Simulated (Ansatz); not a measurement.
Ansatz input

```yaml
crystal:
  lattice:
    - [3.7409661273, 0.0, 0.0]
    - [-1.8704830637, 3.239771701, 0.0]
    - [0.0, 0.0, 12.7746678572]
  atoms:
    - { symbol: Nd, position: [1.0, 1.0, 0.0], spin: 3.946 }
    - { symbol: Nd, position: [1.0, 1.0, 0.5], spin: 3.946 }
    - { symbol: Nd, position: [0.3333333333, 0.6666666667, 0.75], spin: -3.856 }
    - { symbol: Nd, position: [0.6666666667, 0.3333333333, 0.25], spin: -3.856 }
hamiltonian:
  xc: r2scan
  pseudopotentials:
    kind: paw
    azcp:
      Nd: "pseudopotentials/Nd.paw.azcp"
basis:
  ecutwfc: 500
  fft_grid_basis: typed
kpoints:
  mp_grid: { grid: [13, 13, 4], shift: [0, 0, 0] }
magnetization:
  spin_polarized: true
scf:
  occupations: { method: fermi_dirac, width: 0.05 }
output:
  stress: true
```

Output

```
band count auto-derived: 59 (N_el = 56.0; filled up to band 28; 43 by the electrons, moments and atoms)
Engine: ansatz 0.2.0, x86_64-unknown-linux-gnu
Pseudopotentials: kind: paw
Pseudopotential: Nd, paw, valence charge 14, recommended cutoff 500 eV (meta_gga) 
Functional definition: r2SCAN
  parameter k0 = 0.174
  parameter k1 = 0.065
  parameter a1 = 4.9479
  exchange = r2scan_x(k0 = k0, k1 = k1, a1 = a1)
  correlation = r2scan_c
Crystal: 4 atoms, lattice volume = 154.827 Å³
Basis set: ecut = 500 eV, 3899 PW (Γ), exchange–correlation on 120×120×384 points (64 copies of the dense FFT grid, shifted against one another)
Bands: 59, of which v1, the nominal top of the filled ones, is band 28 counted from 1 (27 counted from 0)
Symmetry: 24 space group operations
Space group: P63/mmc (ITA 194), of the structure as read, at distance tolerance 5.4e-5 Å
Magnetic group: BNS 194.263 (UNI 1493), of the structure as read, at distance tolerance 5.4e-5 Å
k-points: 63 of 676
Non-local potential: Nd, projectors of the file, l = 0: 3, l = 1: 2, l = 2: 2, l = 3: 3
PAW form: soft (Blöchl's): semilocal exchange-correlation on the pseudo side does not see the compensation charge
PAW frozen core: Nd, regenerated for the run's functional (the file was generated under x = pbe(κ = 0.804, μ = 0.2195149727645171), c = pbe(β = 0.06672455060314922))
PAW one-centre angular grid: Nd, 2702 points (default); XC on 224 Gauss nodes
Initial density: superposition of atomic densities (chi_scale 0.1, normalization cell)
Starting moments: Σ|m| = 15.604 μB on 4 of 4 sites
Initial wavefunctions: pseudopotential atomic-orbital guess
Functional: x = r2scan, c = r2scan; τ floored in thin density (d = 2e-4 eV/Å³)
iter 1 solved again at ethr=1.30e-4 eV; its pass at ethr=3.10e-3 eV (dr2=7.29e-2 eV) is discarded
SCF iter   1: F=—  HF=-29369.973339 eV  |F-HF|=—  |Δ(HF+E_count)|=         —  Δρ=5.03e-2 (↑5.03e-2 ↓5.03e-2)  dr2=8.61e-2  dr2_τ=7.48e-3  dr2_m=3.57e0  M=0.059 μB ∫|m|=15.140 μB  β_m=0.36  ethr=1.30e-4  ⟨swp⟩=3.9  Hψ=40161  notcnv=0
Mixer restart at iter 1: flushing history
eigensolver tolerance schedule calibrated: the retry pair's looser diagonalisation under-reported the residual by θ = 0.15 (0.11/decade); ethr = c·dr2/N_el runs at the constant in force after the calibration composes with the one it found (an armed cap, an earlier calibration), c = 8.1e-2
...
SCF iter  40: F=—  HF=-29380.573423 eV  |F-HF|=—  |Δ(HF+E_count)|=         —  Δρ=6.73e-5 (↑6.73e-5 ↓2.59e-5)  dr2=9.74e-6  dr2_τ=2.62e-8  dr2_m=7.28e-7  M=-0.222 μB ∫|m|=16.981 μB  β_m=1.00  ethr=8.60e-9  ⟨swp⟩=3.0  Hψ=12751  notcnv=0  defer=2066
SCF iter  41: F=—  HF=-29380.573436 eV  |F-HF|=—  |Δ(HF+E_count)|=   1.33e-5  Δρ=4.30e-5 (↑4.30e-5 ↓3.22e-5)  dr2=5.43e-6  dr2_τ=3.63e-8  dr2_m=8.55e-8  M=-0.222 μB ∫|m|=16.981 μB  β_m=1.00  ethr=8.60e-9  ⟨swp⟩=2.0  Hψ=9674  notcnv=0  defer=2067  κ⁻¹=1.0e0(r=1)
SCF iter  42: F=—  HF=-29385.083253 eV  |F-HF|=—  |Δ(HF+E_count)|=         —  Δρ=2.34e-2 (↑1.46e-3 ↓2.34e-2)  dr2=1.18e-1  dr2_τ=1.57e-2  dr2_m=1.95e-1  M=0.009 μB ∫|m|=16.996 μB  β_m=1.00  ethr=7.81e-9  ⟨swp⟩=2.0  Hψ=10129  notcnv=0  defer=2066
Mixer restart at iter 42: flushing history
SCF iter  43: F=—  HF=-29380.589889 eV  |F-HF|=—  |Δ(HF+E_count)|=    4.49e0  Δρ=4.14e-3 (↑5.93e-4 ↓4.14e-3)  dr2=2.28e-2  dr2_τ=1.41e-4  dr2_m=5.67e-3  M=0.064 μB ∫|m|=17.042 μB  β_m=0.30  ethr=7.19e-5  ⟨swp⟩=4.7  Hψ=15982  notcnv=0  defer=2281
SCF iter  44: F=—  HF=-29380.587310 eV  |F-HF|=—  |Δ(HF+E_count)|=   2.58e-3  Δρ=2.42e-3 (↑4.79e-4 ↓2.42e-3)  dr2=6.87e-3  dr2_τ=1.13e-4  dr2_m=1.84e-3  M=0.100 μB ∫|m|=17.043 μB  β_m=0.30  ethr=3.28e-5  ⟨swp⟩=3.5  Hψ=11773  notcnv=0  defer=2184  κ⁻¹=1.0e0(r=1)
SCF iter  45: F=—  HF=-29380.590773 eV  |F-HF|=—  |Δ(HF+E_count)|=   3.46e-3  Δρ=1.05e-3 (↑4.49e-4 ↓1.05e-3)  dr2=1.60e-3  dr2_τ=1.28e-5  dr2_m=3.76e-4  M=0.154 μB ∫|m|=17.049 μB  β_m=0.31  ethr=9.88e-6  ⟨swp⟩=2.5  Hψ=12728  notcnv=0  defer=2164  κ⁻¹=2.7e-2(r=2)
SCF iter  46: F=—  HF=-29380.592748 eV  |F-HF|=—  |Δ(HF+E_count)|=   1.97e-3  Δρ=6.59e-4 (↑3.38e-4 ↓6.59e-4)  dr2=8.39e-4  dr2_τ=5.01e-6  dr2_m=1.80e-4  M=0.185 μB ∫|m|=17.061 μB  β_m=1.00  ethr=2.29e-6  ⟨swp⟩=2.2  Hψ=10158  notcnv=0  defer=2164  κ⁻¹=1.3e-2(r=3)
SCF iter  47: F=—  HF=-29380.595716 eV  |F-HF|=—  |Δ(HF+E_count)|=   2.97e-3  Δρ=3.71e-4 (↑2.06e-4 ↓3.71e-4)  dr2=4.08e-4  dr2_τ=2.26e-6  dr2_m=5.57e-5  M=0.274 μB ∫|m|=17.110 μB  β_m=1.00  ethr=1.21e-6  ⟨swp⟩=2.7  Hψ=12139  notcnv=0  defer=2164  κ⁻¹=5.7e-4(r=4)
SCF iter  48: F=—  HF=-29380.595654 eV  |F-HF|=—  |Δ(HF+E_count)|=   6.21e-5  Δρ=3.73e-4 (↑2.06e-4 ↓3.73e-4)  dr2=4.07e-4  dr2_τ=2.27e-6  dr2_m=5.66e-5  M=0.272 μB ∫|m|=17.108 μB  β_m=1.00  ethr=5.87e-7  ⟨swp⟩=1.0  Hψ=7438  notcnv=0  defer=2164  κ⁻¹=3.3e-6(r=5)
SCF iter  49: F=—  HF=-29380.596197 eV  |F-HF|=—  |Δ(HF+E_count)|=   5.43e-4  Δρ=3.73e-4 (↑1.94e-4 ↓3.73e-4)  dr2=4.17e-4  dr2_τ=2.04e-6  dr2_m=5.26e-5  M=0.289 μB ∫|m|=17.128 μB  β_m=1.00  ethr=5.86e-7  ⟨swp⟩=2.0  Hψ=8816  notcnv=0  defer=2164  κ⁻¹=3.2e-6(r=6)
SCF iter  50: F=—  HF=-29380.597469 eV  |F-HF|=—  |Δ(HF+E_count)|=   1.27e-3  Δρ=3.59e-4 (↑1.79e-4 ↓3.59e-4)  dr2=4.03e-4  dr2_τ=1.80e-6  dr2_m=4.82e-5  M=0.326 μB ∫|m|=17.180 μB  β_m=1.00  ethr=5.86e-7  ⟨swp⟩=2.5  Hψ=10826  notcnv=0  defer=2164  κ⁻¹=3.1e-6(r=7)
SCF iter  51: F=—  HF=-29380.601979 eV  |F-HF|=—  |Δ(HF+E_count)|=   4.51e-3  Δρ=2.66e-4 (↑1.34e-4 ↓2.66e-4)  dr2=2.08e-4  dr2_τ=7.40e-7  dr2_m=2.11e-5  M=0.472 μB ∫|m|=17.408 μB  β_m=1.00  ethr=5.79e-7  ⟨swp⟩=4.1  Hψ=15816  notcnv=0  defer=2164  κ⁻¹=3.1e-6(r=8)
SCF iter  52: F=—  HF=-29380.602686 eV  |F-HF|=—  |Δ(HF+E_count)|=   7.08e-4  Δρ=1.69e-4 (↑1.21e-4 ↓1.69e-4)  dr2=7.81e-5  dr2_τ=8.23e-7  dr2_m=1.20e-5  M=0.564 μB ∫|m|=17.537 μB  β_m=1.00  ethr=2.99e-7  ⟨swp⟩=3.7  Hψ=15550  notcnv=0  defer=2150  κ⁻¹=6.0e-6(r=8)
SCF iter  53: F=—  HF=-29380.602768 eV  |F-HF|=—  |Δ(HF+E_count)|=   8.14e-5  Δρ=1.33e-4 (↑1.02e-4 ↓1.33e-4)  dr2=7.80e-5  dr2_τ=2.70e-7  dr2_m=2.02e-6  M=0.530 μB ∫|m|=17.470 μB  β_m=1.00  ethr=1.12e-7  ⟨swp⟩=3.3  Hψ=13443  notcnv=0  defer=2135  κ⁻¹=3.8e-5(r=8)
SCF iter  54: F=—  HF=-29380.602904 eV  |F-HF|=—  |Δ(HF+E_count)|=   1.36e-4  Δρ=7.67e-5 (↑7.67e-5 ↓5.75e-5)  dr2=1.35e-5  dr2_τ=9.70e-8  dr2_m=9.17e-7  M=0.545 μB ∫|m|=17.496 μB  β_m=1.00  ethr=1.12e-7  ⟨swp⟩=3.0  Hψ=12134  notcnv=0  defer=2136  κ⁻¹=6.9e-5(r=8)
SCF iter  55: F=—  HF=-29380.602949 eV  |F-HF|=—  |Δ(HF+E_count)|=   4.56e-5  Δρ=6.03e-5 (↑6.03e-5 ↓4.25e-5)  dr2=9.11e-6  dr2_τ=6.72e-8  dr2_m=2.79e-7  M=0.541 μB ∫|m|=17.486 μB  β_m=1.00  ethr=1.94e-8  ⟨swp⟩=2.3  Hψ=10926  notcnv=0  defer=2135  κ⁻¹=8.8e-5(r=8)
SCF iter  56: F=—  HF=-29382.331616 eV  |F-HF|=—  |Δ(HF+E_count)|=         —  Δρ=2.24e-2 (↑2.24e-2 ↓2.21e-2)  dr2=3.20e-1  dr2_τ=2.37e-2  dr2_m=3.52e-1  M=0.318 μB ∫|m|=17.554 μB  β_m=1.00  ethr=1.31e-8  ⟨swp⟩=2.6  Hψ=11232  notcnv=0  defer=2135
Mixer restart at iter 56: flushing history
```

The calculation hadn't finished when its time ran out.

Open f shells have many self-consistent states, so the state found may not be the lowest.
